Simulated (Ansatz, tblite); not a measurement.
**The cluster B3: rung by rung**

How do method and basis change the picture of the cluster B3 (doublet)?

Computed with Ansatz 0.2.0, Gaussian basis. Level: as each input shows.

Plan: GFN1-xTB, GFN2-xTB, PBE-D4/def2-TZVP, r2SCAN-D4/def2-TZVP, revPBE-D4/def2-TZVP, BHLYP-D4/def2-TZVP, B2PLYP/def2-TZVP, r2SCAN0-D4/def2-TZVP, ωB97M-V/def2-TZVP, PBE-D4/def2-SVP, PBE0-D4/def2-SVP, HF/STO-3G, PBE0-D4/def2-TZVPD, PBE-D4/def2-TZVPD, r2SCAN-D4/def2-TZVPD, CCSD(T)/def2-TZVPP, MP2/def2-TZVP, RPA/def2-TZVP, CCSD(T)/def2-TZVPD.

1 further run of the same task is left out (set aside as unsound or not needed). Runs told in other sessions of the task aren't counted.

## (1) The structure

The doublet was relaxed beforehand with PBE-D4/def2-TZVP. At that level it is the lowest of the isomers that a small search found.

3 atoms, charge 0, spin multiplicity 2.

Bond lengths: B1–B2 1.556 Å, B1–B3 1.555 Å, B2–B3 1.556 Å. Angles: B2–B1–B3 60.0°, B1–B2–B3 60.0°, B1–B3–B2 60.0°.

PBE0-D4/def2-TZVP was run before; its log isn't repeated, and its numbers join the tables.

## (2) GFN1-xTB

Tight binding, by tblite at 300 K electronic temperature and without a spin-polarisation term:

```python
tblite.interface.Calculator('GFN1-xTB', numbers, positions, charge=0, uhf=1).singlepoint()
```

Energy -109.2748 eV; 0.001 s.

## (3) GFN2-xTB

Tight binding, by tblite at 300 K electronic temperature and without a spin-polarisation term:

```python
tblite.interface.Calculator('GFN2-xTB', numbers, positions, charge=0, uhf=1).singlepoint()
```

Energy -92.5404 eV; 0.001 s.

## (4) PBE-D4/def2-TZVP

start.molden holds the orbitals of an earlier run on this state, given as this run's starting guess.

in.yaml reads:

```yaml
crystal:
  periodic: [false, false, false]
  atoms:
    - {symbol: B, position_ang: [0.887366, 0.053672, 0.126440]}
    - {symbol: B, position_ang: [-0.428021, -0.776681, 0.142897]}
    - {symbol: B, position_ang: [-0.459345, 0.723009, -0.269348]}
basis:
  gaussian: {orbitals: def2-TZVP, initial_orbitals: start.molden}
magnetization: {spin_polarized: true, initial_magnetization: 1}
hamiltonian: {xc: pbe, dispersion: d4}
scf: {omitted_lower_state_checks: [starts]}
output: {forces: true, orbitals: {seedname: orbitals}}
```

Run with:

```console
$ ansatz run in.yaml --threads 4 --pin off --events-out ev --progress --plain --max-ram 3916MiB
```

Further steps of the session: r2SCAN-D4/def2-TZVP; revPBE-D4/def2-TZVP; BHLYP-D4/def2-TZVP; B2PLYP/def2-TZVP; r2SCAN0-D4/def2-TZVP; ωB97M-V/def2-TZVP; PBE-D4/def2-SVP; PBE0-D4/def2-SVP; HF/STO-3G; PBE0-D4/def2-TZVPD; PBE-D4/def2-TZVPD; r2SCAN-D4/def2-TZVPD; CCSD(T)/def2-TZVPP; MP2/def2-TZVP; RPA/def2-TZVP; CCSD(T)/def2-TZVPD.

**Question.** What will the summary of the whole plan be? Wanted: gap in def2-TZVP, named functionals, smallest and largest; correlation energy, CCSD(T)/def2-TZVPP; correlation energy, MP2/def2-TZVP; correlation energy, CCSD(T)/def2-TZVPD; binding an atom, functionals in def2-TZVP; ⟨S²⟩ in def2-TZVP, named functionals, smallest and largest; PBE0 total energy, smallest basis above largest.

The runs gave:

| quantity | value |
| --- | --- |
| gap in def2-TZVP, named functionals, smallest and largest | 1.31 eV (PBE-D4), 6.79 eV (ωB97M-V) |
| correlation energy, CCSD(T)/def2-TZVPP | -8.15 eV |
| correlation energy, MP2/def2-TZVP | -6.07 eV |
| correlation energy, CCSD(T)/def2-TZVPD | -8.17 eV |
| binding an atom, functionals in def2-TZVP | 2.61 (BHLYP-D4) to 3.27 eV (PBE-D4) |
| ⟨S²⟩ in def2-TZVP, named functionals, smallest and largest | 0.786, 0.954 |
| PBE0 total energy, smallest basis above largest | 2.22 eV (def2-SVP, def2-TZVPD) |

**Reading.** Orbital gaps of the named functionals in def2-TZVP span 1.31 eV (PBE-D4) to 6.79 eV (ωB97M-V); exact exchange widens it. Over the named functionals in def2-TZVP spin contamination reaches 0.20 (r2SCAN0-D4). Notes on CCSD(T)/def2-TZVPP: large T1 diagnostic, spin contamination.
